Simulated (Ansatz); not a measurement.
`OC(=S)S`, relaxed with RKS PBE-D4/def2-SVP in Ansatz from a rough embedded geometry. The force threshold is 0.03 eV/Å; the program also tests the step.

The species carries charge 0 and has multiplicity 1.

Start:

```xyz
6

O     0.805    0.389   -0.601
C    -0.204    0.169    0.267
S    -0.571    1.472    1.178
S    -0.934   -1.320    0.329
H     1.127    1.243   -0.558
H    -0.222   -1.952   -0.615
```

By how much does the energy fall, and how many steps does the optimiser take? (Best estimate.)

Ansatz gave: 11.38 kcal/mol, in 5 steps.

Which bonds change most? (An estimate is asked.)

The calculation gave: C2–S4 from 1.659 to 1.760 Å; O1–H5 from 0.914 to 0.985 Å; S4–H6 from 1.341 to 1.368 Å; C2–S3 from 1.631 to 1.646 Å.

Give the relaxed structure. (An estimate is asked.)

Ansatz gave: 
```xyz
6

O     0.806    0.307   -0.643
C    -0.178    0.242    0.274
S    -0.638    1.488    1.246
S    -0.950   -1.338    0.341
H     1.153    1.227   -0.583
H    -0.193   -1.926   -0.634
```
